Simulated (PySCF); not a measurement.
Telling isomers of C$_{5}$H$_{10}$O apart by NMR

Computed data (PySCF 2.14): PBE0-D3(BJ)/def2-SVP geometry, shieldings: GIAO PBE0/pcSseg-1, couplings computed with B3LYP/pcJ-1 (spin–dipole term left out of most H,H and C,H couplings). Relativity neglected, isolated molecule, single conformer, rapidly exchanging positions averaged.

References, each an isolated molecule treated in the same way: TMS for ¹H, ¹³C. Multiplet labels drop J under 1 Hz and among equivalent protons, and merge close values. Unscaled 3J(H,H) run several per cent high. Vicinal couplings that depend on rotamer populations or ring flexing (ring, CH–CH, X–H and H–F types) are those of the one conformer. Shifts are as computed. Against solution values, carbons near 30 ppm lie about +2 ppm off and those near 130 ppm about +5 ppm. Of 1211 compounds with measured shifts, 218 miss one by over three times the rms of a fit or turn the order of signals round; such compounds aren't used in these exercises. Across acyclic CH2–CH2 and CH–CH2 bonds, 3J(H,H) assumes equally populated rotamers. OH and NH positions are gas-phase values without hydrogen bonding to other molecules.

(1) Tabulate the signals of `C1CCOCC1`, `OCC1CCC1` and their relative energies.

(2) What is the quickest way to tell C1CCOCC1 from OCC1CCC1?

Results:

(1) 
```tsv
SMILES	carbon types	δC	δH	E rel. (kcal/mol)
C1CCOCC1	5×CH2	69.4, 28.5, 25.8	3.49 (m, 4H), 1.45 (m, 2H), 1.31 (m, 4H)	0.0
OCC1CCC1	1×CH 4×CH2	71.9, 39.0, 26.4, 20.0	3.43 (d, 2H), 2.35 (m, 1H), 1.88 (m, 1H), 1.83 (m, 2H), 1.66 (m, 1H), 1.35 (m, 2H), 0.02 (br s, 1H)	17.9
```

Energies are electronic energies at PBE0/pcSseg-1 on these geometries, without zero-point or thermal terms, each for the one conformer computed, which needn't be the lowest.

(2) Count the carbon signals: 3 against 4. The first has an sp3 CH2 bonded to O at 69.4 ppm, the second an sp3 CH in a ring at 39.0 ppm. Their most deshielded carbons lie at 69.4 and 71.9 ppm.
